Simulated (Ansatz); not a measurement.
A geometry relaxed with B3LYP-D3(BJ)/def2-TZVP in Ansatz (a first-principles code), charge 0, multiplicity 1:

```xyz
7

C     -0.7158    -0.7633    -0.1185
N      2.2432     0.8906     0.7253
H     -0.6462     1.2938    -0.5746
C     -0.1350     0.4337    -0.1586
H     -1.7166    -0.9033    -0.5028
C      1.1812     0.6740     0.3336
H     -0.2108    -1.6255     0.2954
```

Question: Write the SMILES of this molecule.

Answer: `C=CC#N`
